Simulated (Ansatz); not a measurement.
```yaml
crystal:
  periodic: [false, false, false]
  atoms:
    - {symbol: Ge, position_ang: [-1.167391, -0.000515, 0.003629]}
    - {symbol: As, position_ang: [1.168875, 0.001179, -0.003633]}
    - {symbol: H, position_ang: [-1.770454, 1.376050, 0.006364]}
    - {symbol: H, position_ang: [-1.780886, -0.703118, 1.188781]}
    - {symbol: H, position_ang: [-1.788246, -0.701639, -1.178563]}
    - {symbol: H, position_ang: [1.310541, 1.767690, -0.002970]}
    - {symbol: H, position_ang: [1.276262, -1.789477, -0.005086]}
basis:
  gaussian: {orbitals: def2-TZVP}
magnetization: {spin_polarized: true, initial_magnetization: 2}
hamiltonian: {xc: pbe0}
relax: {f_tol: 0.004, max_steps: 80}
```

```sh
$ ansatz run in.yaml --threads 1 --pin off --events-out ev --progress --plain --max-ram 2176MiB
```

Steps of the relaxation (energy above the last step; positions in Å, forces in eV/Å):

```
7
step 1, 211.3 meV
Ge   -1.167   -0.001    0.004   -0.864   -0.034    0.003
As    1.169    0.001   -0.004    0.975   -0.024   -0.003
H    -1.770    1.376    0.006   -0.021    0.702    0.001
H    -1.781   -0.703    1.189    0.030   -0.332    0.592
H    -1.788   -0.702   -1.179    0.026   -0.331   -0.593
H     1.311    1.768   -0.003   -0.069   -0.835    0.000
H     1.276   -1.789   -0.005   -0.078    0.854    0.001
```

```
7
step 2, 12.0 meV
Ge   -1.246   -0.002    0.004    0.016   -0.060    0.000
As    1.162   -0.001   -0.004    0.074   -0.034    0.000
H    -1.736    1.455    0.006   -0.047   -0.079    0.000
H    -1.719   -0.746    1.271   -0.028    0.066   -0.134
H    -1.727   -0.745   -1.261   -0.027    0.065    0.134
H     1.292    1.639   -0.003    0.021    0.296    0.000
H     1.223   -1.650   -0.005   -0.008   -0.253    0.000
```

```
7
step 3, 0.4 meV
Ge   -1.233   -0.003    0.004   -0.012    0.001    0.000
As    1.184    0.001   -0.004   -0.046   -0.046    0.000
H    -1.756    1.440    0.006    0.005    0.005    0.000
H    -1.741   -0.742    1.254    0.023    0.004   -0.002
H    -1.748   -0.741   -1.244    0.023    0.004    0.002
H     1.314    1.668   -0.003    0.001    0.033    0.000
H     1.230   -1.672   -0.005    0.005   -0.001    0.000
```

```
7
step 7, 0.0 meV
Ge   -1.236   -0.002    0.004    0.000    0.000    0.000
As    1.178   -0.003   -0.004    0.000    0.000    0.000
H    -1.757    1.441    0.006    0.000    0.000    0.000
H    -1.734   -0.743    1.255    0.000    0.000    0.000
H    -1.742   -0.741   -1.246    0.000    0.000    0.000
H     1.314    1.671   -0.003    0.000    0.000    0.000
H     1.226   -1.672   -0.005    0.000    0.000    0.000
```

Close pairs at the end: Ge1–H3 1.535 Å, Ge1–H4 1.537 Å, Ge1–H5 1.537 Å, As2–H7 1.670 Å, As2–H6 1.679 Å, Ge1–As2 2.414 Å.

A stationary point of unrestricted PBE0 after 7 steps, with ⟨S²⟩ = 2.015 against 2.00 for a pure state; no frequencies were run, so it isn't proven a minimum. 73 s on 1 thread of Arm Neoverse V1, shared host.
